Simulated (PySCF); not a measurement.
Below is a simulated gas-phase C 1s photoelectron spectrum of `OC1CC1` (cyclopropanol).

Every computed line was given a Gaussian of 0.8 eV full width at half maximum and an area set by the number of equivalent atoms; the highest printed point is 100. Method used: delta-SCF UKS SCAN, pcX-2 on the ionised atom, pcseg-1 elsewhere, spin-free X2C in PySCF.

binding energy (eV), intensity and a bar:
```
    289.5          0 
    289.6          1 
    289.7          2 
    289.8          3 #
    289.9          7 ##
    290.0         14 ####
    290.1         23 #######
    290.2         37 ###########
    290.3         54 ################
    290.4         71 #####################
    290.5         87 ##########################
    290.6         97 #############################
    290.7        100 ##############################
    290.8         94 ############################
    290.9         81 ########################
    291.0         64 ###################
    291.1         47 ##############
    291.2         32 ##########
    291.3         21 ######
    291.4         15 ####
    291.5         13 ####
    291.6         16 #####
    291.7         21 ######
    291.8         29 #########
    291.9         38 ###########
    292.0         45 #############
    292.1         49 ###############
    292.2         50 ###############
    292.3         46 ##############
    292.4         39 ############
    292.5         30 #########
    292.6         22 ######
    292.7         14 ####
    292.8          8 ##
    292.9          5 #
    293.0          2 #
    293.1          1 
    293.2          0 
    293.3          0
```

How many maxima does the curve show, and how many computed lines lie under it?

The curve has 2 maxima (at 290.7 and 292.2 eV). Under it lie 2 lines from 2 inequivalent carbon sites.

Decompose the envelope and assign each component. Numbering: `[OH:1][CH:2]1[CH2:3][CH2:4]1`.

| position (eV) | relative area | line | atoms | environment |
| --- | --- | --- | --- | --- |
| 290.68 | 2 | C 1s | C3/C4 | three-membered-ring carbon |
| 292.16 | 1 | C 1s | C2 | carbinol carbon (C–OH) |

What are the centre and the root-mean-square width of the whole band?

The area-weighted mean of the lines is 291.17 eV. Their own spread about it is 0.70 eV (rms) and each Gaussian has σ = 0.8/2.355 = 0.34 eV; the variances add, which gives 0.78 eV.

Lowest listed C 1s: C3/C4, bonded to 2 C and 2 H. Highest, 1.48 eV above it: C2, bonded to O, 2 C and H.

The curve has no shake-up lines and no vibrational structure. One atom of each set of topologically equivalent atoms was ionised and stands for the set; in this conformer not all members are related by symmetry, and their own values weren't computed. Geometry: PBE0-D3(BJ)/def2-SVP, one conformer, isolated molecule.

Shape of the structure used: `[OH:1][CH:2]1[CH2:3][CH2:4]1`: H–O1–C2–C3 147°.
